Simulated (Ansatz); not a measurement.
**BSiHO+ (quartet): the correlation ladder, def2-TZVPP**

The task here is to estimate one member of a computed series from the others.

Method: def2-TZVPP, core rule «outside noble gas», up to 7 orbitals frozen; program: Ansatz 0.2.0, Gaussian basis.

The runs, in order: UHF; ROHF; CCSD(T) on UHF.

2 further runs of the same task are left out: 2 set aside as unsound or not needed.

**The system**

The geometry is a PBE0/def2-TZVP stationary point (not a proven minimum) of the parent state, kept for this charge and spin.

4 atoms, charge 1, spin multiplicity 4.

Atoms are counted from 1 here; the program's logs count them from 0.

Bond lengths: B1–O2 1.301 Å, B1–H4 1.196 Å, O2–Si3 1.661 Å. Angles: O2–B1–H4 128.4°, B1–O2–Si3 176.8°.

Coordinates:

| atom | x (Å) | y (Å) | z (Å) |
| --- | --- | --- | --- |
| B1 | 0.0000 | -0.2896 | 0.8567 |
| O2 | 0.0000 | -0.1716 | -0.4392 |
| Si3 | 0.0000 | -0.1148 | -2.0996 |
| H4 | 0.0000 | 0.5761 | 1.6821 |

The first run:

in.yaml

```yaml
crystal:
  periodic: [false, false, false]
  atoms:
    - {symbol: B, position_ang: [0.000012, -0.289616, 0.856663]}
    - {symbol: O, position_ang: [-0.000018, -0.171632, -0.439229]}
    - {symbol: Si, position_ang: [0.000003, -0.114843, -2.099559]}
    - {symbol: H, position_ang: [0.000004, 0.576091, 1.682126]}
basis:
  gaussian: {orbitals: def2-TZVPP}
total_charge: 1
magnetization: {spin_polarized: true, initial_magnetization: 3}
hamiltonian: {xc: hf}
output: {orbitals: {seedname: orbitals}}
```

Started as:

```
ansatz run in.yaml --threads 1 --pin off --events-out ev --progress --plain --max-ram 4096MiB --backend cpu
```

Among the steps run: UHF; ROHF; CCSD(T) on UHF.

One table of the session follows, with a row left open; its other results are not shown here.

It belongs to the step «Misses and costs». 

```
  method  from UCCSD(T) (kJ/mol)
    ROHF                       ?
     UHF                  +994.8
    UMP2                   +85.4
   UCCSD                   +43.9
UCCSD(T)                       0
```

**Question.** Estimate the row for ROHF.

**Answer.** from UCCSD(T) (kJ/mol): +998.6. In the column «from UCCSD(T) (kJ/mol)» it is the highest.
